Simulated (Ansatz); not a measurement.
**FH5NP3: structure from calculated spectroscopic constants**

These gas-phase data were calculated for one isomer of FH5NP3 at PBE0-D3(BJ)/def2-SVP (harmonic, unscaled wavenumbers; equilibrium rotational constants with average atomic masses):

| Quantity | Value |
| --- | --- |
| rotational constants | 4.505, 1.256, 1.063 GHz |
| all wavenumbers above 1500 cm⁻¹ | 3574, 2423, 2405, 2403, 2372 |

Candidates:

(1) `FP(P)NP`, a singlet
(2) `NP(F)PP`, a singlet

Question: Assign the data to one candidate and say why.

Answer: Candidate (1). 1 mode lies between 3250 and 3800 cm⁻¹, one for each N–H bond, while (2) has 2.

The same quantities for all candidates:

```
     rotational constants (GHz)         wavenumbers above 1500 cm⁻¹  E above the lowest, PBE0-D3(BJ)/def2-SVP (kcal/mol)
(1)         4.505, 1.256, 1.063        3574, 2423, 2405, 2403, 2372                                                  8.8
(2)         4.412, 1.438, 1.227  3685, 3563, 2421, 2400, 2398, 1559                                                  0.0
```

Each candidate is one conformer. Programs: Ansatz 0.2.0.
